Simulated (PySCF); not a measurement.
# Identify the compound

An unknown has the formula CF$_{4}$. Its calculated NMR data are:

¹³C{¹H} NMR (computed): δ 130.5 (quint, J = 348.4 Hz).

Calculated, not measured (PySCF 2.14.0 with density-fitted response routines): shielding tensors at B97-2/pcSseg-2 (GIAO), spin–spin couplings from B3LYP/pcJ-1, geometry: PBE0-D3(BJ)/def2-SVP. A single conformation, non-relativistic, fast rotation and ring inversion assumed for equivalent nuclei, no solvent.

Referencing at the same level of theory: TMS for ¹³C.

Question: Deduce the structure.

Answer: 
The formula gives 0 degrees of unsaturation. Carbon types of the structure: 1 × C. δC 130.5: CF4 carbon; 4 electronegative neighbours deshield it.

The compound is `FC(F)(F)F`.

The data come from this structure; uniqueness wasn't tested.

Common functionals overestimate the size of one-bond C–F couplings by tens of Hz; these are unscaled. Shifts are as computed. Against solution values, carbons near 30 ppm lie about +4 ppm off and those near 130 ppm about +7 ppm. Of 1211 compounds with measured shifts, 218 miss one by over three times the rms of a fit or turn the order of signals round; such compounds aren't used in these exercises.
